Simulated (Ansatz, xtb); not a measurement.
# C2H4OS: which of two isomers lies lower

Structure X is `O/C=C\S`, a singlet and structure Y is `O/C=C/S`, a singlet. Both are isolated molecules in the gas phase, relaxed with PBE0-D3(BJ)/def2-SVP; the shapes shown needn't be the lowest conformers.

X (Å):

```yaml
atoms:
  - { symbol: C, position_ang: [-0.0671, 0.2789, -0.4567] }
  - { symbol: C, position_ang: [0.3625, -0.4372, 0.5987] }
  - { symbol: O, position_ang: [0.5460, 1.3341, -0.9813] }
  - { symbol: S, position_ang: [1.8160, 0.0872, 1.4632] }
  - { symbol: H, position_ang: [1.3462, 1.4843, -0.4412] }
  - { symbol: H, position_ang: [-0.9958, 0.0235, -0.9775] }
  - { symbol: H, position_ang: [-0.2134, -1.2848, 0.9732] }
  - { symbol: H, position_ang: [2.7107, -0.7647, 0.9040] }
```

Y (Å):

```xyz
8

C     0.4477    0.1735   -0.6435
C     0.6969   -0.0622    0.6542
O    -0.3224    1.1474   -1.1447
S     1.6025   -1.4884    1.1579
H    -0.6879    1.6725   -0.4216
H     0.8753   -0.4581   -1.4286
H     0.2541    0.5740    1.4310
H     2.7125   -0.8632    1.6191
```

Question: Estimate which is lower in electronic energy at CCSD(T)/def2-TZVP, and by roughly how much.

Answer: The CCSD(T)/def2-TZVP calculation puts structure X lower, by 15.2 kJ/mol.

The same difference at several levels:

```
               level              geometry  E(Y) − E(X) (kJ/mol)  departure from the last row (kJ/mol)  job, with rough time for the two
PBE0-D3(BJ)/def2-SVP  PBE0-D3(BJ)/def2-SVP                   +21.1                                  +5.9                optimisation, 39 s
        HF/def2-TZVP  PBE0-D3(BJ)/def2-SVP                    +8.7                                  −6.5           part of the CCSD(T) run
       MP2/def2-TZVP  PBE0-D3(BJ)/def2-SVP                   +16.8                                  +1.6           part of the CCSD(T) run
   CCSD(T)/def2-TZVP  PBE0-D3(BJ)/def2-SVP                   +15.2                                                      single point, 64 s
```

As drawn, both hold the same kinds of bond in the same numbers.

None of the levels shown reverses the order. The largest departure from CCSD(T)/def2-TZVP is that of HF/def2-TZVP, 6.5 kJ/mol. Levels run at GFN2-xTB geometries aren't shown.

With harmonic frequencies from PBE0-D3(BJ)/def2-SVP (ideal gas, rigid rotor, one conformer each, 298.15 K, 1 atm): the zero-point term adds −1.7 kJ/mol; ΔH is +14.5 and ΔG +13.1 kJ/mol.

The correlated steps freeze 8 core orbitals. Run with Ansatz 0.2.0; the last row on 2 threads of Arm Neoverse V1 on a shared host.
